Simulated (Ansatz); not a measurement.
Species: CHF₂, charge 0, doublet. CHF2 (SMILES F[CH]F, doublet).
B3LYP-D3(BJ)/def2-TZVP minimum from Ansatz (a quantum-chemistry and plane-wave program):
```
C
F 1 1.3294
F 1 1.3294 2 111.26
H 1 1.0891 2 114.16 3 -130.99
```
Charge 0, spin multiplicity 2.

Hartree-Fock and CCSD correlation energies in hartree (Ansatz). UHF or UKS for unpaired electrons; spin-orbit terms are left out. Cores are frozen in correlated methods. No relativity.

```
basis    X       E(HF)  E(corr, CCSD)
-------  -  ----------  -------------
cc-pVTZ  3  -237.36012       -0.64776
cc-pVQZ  4  -237.37981       -0.70007
cc-pV5Z  5  -237.38521       withheld
```

Fit E(corr) = E∞ + A/X³ to X = 3 and 4, predict X = 5, and compare with the run.

A = (-0.64776 - (-0.70007))/(1/27 - 1/64) = 2.4430; E∞ = -0.70007 - A/64 = -0.73824; at X = 5, E∞ + A/125 = -0.71870. The run gave -0.71929, 0.59 mEh below the prediction. The same form on X = 4 and 5 gives E∞ = -0.73946, 1.21 mEh below the first estimate.
